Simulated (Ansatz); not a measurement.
Geometry optimisation, RKS LDA/6-31G* in Ansatz 0.2.0.

The input (input.yaml):

```yaml
crystal:
  periodic: [false, false, false]
  atoms:
    - { symbol: B, position_ang: [0.028339, 0.41606, 0.049363] }
    - { symbol: Cl, position_ang: [-0.276354, 0.793507, 1.809371] }
    - { symbol: H, position_ang: [1.168213, 0.487045, -0.323114] }
    - { symbol: H, position_ang: [-0.942782, 0.308811, -0.649319] }
    - { symbol: "N", position_ang: [0.106171, -2.203253, 0.783269] }
    - { symbol: H, position_ang: [-0.613785, -2.880037, 0.511758] }
    - { symbol: H, position_ang: [1.01089, -2.675623, 0.875098] }
    - { symbol: H, position_ang: [-0.148793, -1.77531, 1.698074] }
basis:
  gaussian: { orbitals: "6-31G*" }
hamiltonian:
  xc: lda
relax:
  f_tol: 0.03
  max_steps: 50
```

Launched with:

```bash
$ ansatz run input.yaml --threads 1 --pin off --max-ram 2048MiB --backend cpu --events-out ev --progress --plain --runs-dir out
```

Where does it end, and by what steps?

The forces met the threshold. The force dipped under the threshold on the way, but the program's further checks kept it going. After 14 steps the energy has fallen by 1.505 eV; H6 moved furthest, 0.90 Å. Joined: B1–N5.

| step | energy less start (eV) | largest force component (eV/Å) | accepted |
| --- | --- | --- | --- |
| 0 | 0.0000 | 1.225 | yes |
| 1 | -0.2515 | 1.046 | yes |
| 2 | -0.6194 | 1.175 | yes |
| 3 | -1.2312 | 0.508 | yes |
| 4 | -1.0430 | 4.594 | no |
| 5 | -1.3725 | 0.314 | yes |
| 6 | -1.4018 | 0.258 | yes |
| 7 | -1.4153 | 0.102 | yes |
| 8 | -1.4043 | 0.926 | no |
| 9 | -1.4341 | 0.198 | yes |
| 10 | -1.4567 | 0.134 | yes |
| 11 | -1.4774 | 0.491 | yes |
| 12 | -1.5033 | 0.028 | yes |
| 13 | -1.5041 | 0.108 | yes |
| 14 | -1.5047 | 0.014 | yes |

```xyz
8
Properties=species:S:1:pos:R:3
B 0.000 -0.212 0.252
Cl 0.243 0.747 1.817
H 0.924 -0.071 -0.523
H -1.107 -0.047 -0.222
N 0.057 -1.734 0.760
H -0.068 -2.404 -0.015
H 0.964 -1.915 1.220
H -0.681 -1.894 1.466
```

Whether the end is a true minimum wasn't checked by a vibrational analysis.

Time of the run: 8.2 s on 1 thread of AMD EPYC 9R45 96-Core Processor (Zen 5), on a shared host, peak memory 0.14 GiB.
